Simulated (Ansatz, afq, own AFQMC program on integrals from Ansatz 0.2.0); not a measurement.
## CH$_{3}$N, triplet: AFQMC among the cluster methods

```xyz
5

N     0.0000   -0.1232   -0.6250
C     0.0000    0.0600    0.6223
H     0.0000   -0.8099    1.2818
H     0.0000    1.0402    1.1129
H     0.0000    0.7666   -1.1253
```

Connectivity, by distances: NH–CH2.

Basis aug-cc-pVDZ. Noble-gas cores (and the filled d shells of Ga–Kr and In–Xe) are frozen. Integrals, coupled cluster, full CI and functionals: Ansatz 0.2.0; the random walks run on the same integrals in our own AFQMC program. The CISD trial takes its coefficients from CCSD amplitudes. Released means that phaseless walkers are propagated on without the constraint, phases kept. Free AFQMC starts from the CCSD state and is never constrained. Its projection time is finite, and what remains of the start isn't in its error. Error bars are statistical, one sigma.

Determinant: UHF, the one that the program's search chose, which needn't be the lowest solution. The geometry is a PBE0/def2-TZVP stationary point of this or a neighbouring charge and spin state.

No full CI on the walks' own integrals is used here; CCSDT(Q) serves as the reference and is uncertain by about the last step of the cluster series.

Cautions: another spin lies lower (by 4.67 eV); the released energies have errors that jump between times, so the bars are unsure, so no released level is given (meV from the phaseless value at times in 1/Eh: -14 ± 3 at 0.24, -20 ± 3 at 0.51, -21 ± 3 at 0.99, -126 ± 96 at 1.62, -23 ± 5 at 2.40), though the last usable value meets CCSDT(Q) within the noise.

```
T1 diagnostic                               : 0.0282
weight of the determinant in the CISD state : 0.877
⟨S²⟩ of the determinant                     : 2.022
size of the correlated space                : 12 electrons in 71 orbitals
```

Reference: CCSDT(Q), correlation energy -8.636 eV.

| level | E − E(reference) (meV) | share of correlation (%) |
| --- | --- | --- |
| HF | 8636.0 | 0.00 |
| MP2 | 1153.2 | 86.65 |
| CCSD | 305.5 | 96.46 |
| CCSD(T) | 44.1 | 99.49 |
| CCSDT | 16.8 | 99.81 |
| ph-AFQMC/HF | -43.5 ± 28.5 | 100.50 |
| ph-AFQMC/CISD | 18.5 ± 3.3 | 99.79 |
| free AFQMC | 7.7 ± 8.5 | 99.91 |

Free projections are given only where their last times agree within the noise and don't stop above the reference; a slow remainder of the start can still hide under it. A walk keeps the symmetry of its determinant, which the program's search chose and which needn't be the lowest solution, so a lower state of the same spin and another symmetry isn't excluded.
